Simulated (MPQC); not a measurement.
**MP2/6-31G(d) (spherical functions) run of NH3 (SMILES N)**

Aim: the energy difference between two shapes of NH3 at MP2/6-31G* (spherical functions), from 2 runs. 

The results are computed with MPQC 2.3.1.

3 further runs of the same task are left out: 3 set aside as unsound or not needed.

## 1. The molecule

NH3: 4 atoms, total charge 0, spin state singlet. As SMILES, `N`. The coordinates come from a GFN2-xTB relaxation.

Bond lengths: N1–H2 1.013 Å, N1–H3 1.013 Å, N1–H4 1.013 Å. Angles: H2–N1–H3 107.7°, H2–N1–H4 107.7°, H3–N1–H4 107.7°.

## 2. A single-point energy at MP2/6-31G(d) (spherical functions)

The input, run.in:

```
% emacs should use -*- KeyVal -*- mode
molecule<Molecule>: (
   symmetry = c1
   unit = angstrom
   { atoms geometry } = {
      N  [ -0.068160     0.242830     0.108060 ]
      H  [ 0.491930    -0.300470     0.753380 ]
      H  [ -0.891960    -0.300620    -0.118350 ]
      H  [ 0.468190     0.358250    -0.743090 ]
   }
)
basis<GaussianBasisSet>: (
   name = "6-31G*"
   molecule = $:molecule
   basisdir = "."
   puream = yes
)
mpqc: (
   checkpoint = no
   savestate = no
   restart = no
   do_energy = yes
   do_gradient = no
   optimize = no
   mole<MBPT2>: (
      molecule = $:molecule
      basis = $:basis
      memory = 1000000000
      method = mp
      nfzc = 0
      reference<CLHF>: (
         molecule = $:molecule
         basis = $:basis
         total_charge = 0
         memory = 1000000000
         print_evals = yes
         maxiter = 80
         guess_wavefunction<CLHF>: (
            molecule = $:molecule
            total_charge = 0
            memory = 1000000000
            value_accuracy = 1e-3
            basis<GaussianBasisSet>: (
               name = "STO-3G"
               molecule = $:molecule
            )
         )
      )
   )
)
```

The basis set 6-31G* is read from a file made from the Basis Set Exchange's data (not shown).

Started as:

```console
$ mpqc run.in > run.out
```

What it wrote, cut to the lines that bear on the results:

```text
MPQC: Massively Parallel Quantum Chemistry
[...]
  LUMO is     6   A =   0.223483
  total scf energy =  -56.1833992790
[...]
  MP2 correlation energy [au]:         -0.170401856757
  MP2 energy [au]:                    -56.353801135710
Value of the MolecularEnergy:  -56.3538011357
[...]
        symmetry = c1
[...]
```

It took 0.12 s on 1 thread of Arm Neoverse V2, shared host.

## 3. The distorted shape

run.in, as its differences from that of step 2:

```diff
@@ -1,2 +1 @@
-% emacs should use -*- KeyVal -*- mode
 molecule<Molecule>: (
@@ -5,6 +4,6 @@
    { atoms geometry } = {
-      N  [ -0.068160     0.242830     0.108060 ]
-      H  [ 0.491930    -0.300470     0.753380 ]
-      H  [ -0.891960    -0.300620    -0.118350 ]
-      H  [ 0.468190     0.358250    -0.743090 ]
+      N  [ -0.018901 0.235331 0.214053 ]
+      H  [ 0.549504 -0.275645 0.840549 ]
+      H  [ -0.823276 -0.298433 -0.049887 ]
+      H  [ 0.503912 0.401752 -0.827466 ]
    }
```

The basis set 6-31G* is read from a file made from the Basis Set Exchange's data (not shown).

Started as:

```console
$ mpqc -o run.out run.in
```

What it wrote, cut to the lines that bear on the results:

```text
MPQC: Massively Parallel Quantum Chemistry
[...]
  LUMO is     6   A =   0.207177
  total scf energy =  -56.1622395468
[...]
  MP2 correlation energy [au]:         -0.173394597426
  MP2 energy [au]:                    -56.335634144266
Value of the MolecularEnergy:  -56.3356341443
[...]
        symmetry = c1
[...]
```

Wall time 0.12 s (1 thread of Arm Neoverse V2, shared host).

## 4. What came out

Level: MP2/6-31G* (spherical functions).

| quantity | value |
| --- | --- |
| first shape: total energy | -56.35380 Eh |
| first shape: HOMO energy (Hartree–Fock orbitals) | -11.37 eV |
| first shape: LUMO energy (Hartree–Fock orbitals) | 6.08 eV |
| first shape: HOMO–LUMO gap (Hartree–Fock orbitals) | 17.45 eV |
| first shape: correlation energy | -170.4 mEh |
| distorted shape: total energy | -56.33563 Eh |
| distorted shape: HOMO energy (Hartree–Fock orbitals) | -11.31 eV |
| distorted shape: LUMO energy (Hartree–Fock orbitals) | 5.64 eV |
| distorted shape: HOMO–LUMO gap (Hartree–Fock orbitals) | 16.94 eV |
| distorted shape: correlation energy | -173.4 mEh |
| energy change with the atoms displaced | 0.494 eV |

With the atoms displaced the energy rises by 0.49 eV (47.7 kJ/mol). The first shape isn't relaxed at this level, so the change isn't measured from a minimum.
